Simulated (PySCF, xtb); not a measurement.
Acid–base and redox partners of C=CC=C. All species are isolated molecules in the gas phase. One relaxed conformer stands for each flexible species; it need not be the lowest. Strings in code marks are SMILES.

Quantity: gas-phase deprotonation enthalpy at 298 K, in kcal/mol. Enthalpy corrections at 298 K come from GFN2-xTB frequencies (xtb).

Case: proton removed from C1: `[H]/[C-]=C/C=C` (not the most acidic site; C–C–C–C torsion 180°). The other species in the difference include `C(C=C)=C` (C–C–C–C torsion 180°) (neutral, multiplicity 1). Geometry of `[H]/[C-]=C/C=C` (charge -1, multiplicity 1, Å):

```xyz
9

C      2.0406     0.3739     0.4263
C      0.8444     0.2498    -0.2106
C     -0.3563    -0.1979     0.4651
C     -1.5889    -0.3585    -0.0571
H      2.7998     0.7306    -0.3019
H      0.6803     0.4755    -1.2815
H     -0.2033    -0.4221     1.5203
H     -2.4241    -0.7025     0.5432
H     -1.7924    -0.1489    -1.1038
```

Question: Estimate the gas-phase deprotonation enthalpy at 298 K that PBE-D3(BJ)/def2-TZVPD // B3LYP-D3(BJ)/def2-TZVPD (PySCF) returns for this input.

Answer: 396.1 kcal/mol.
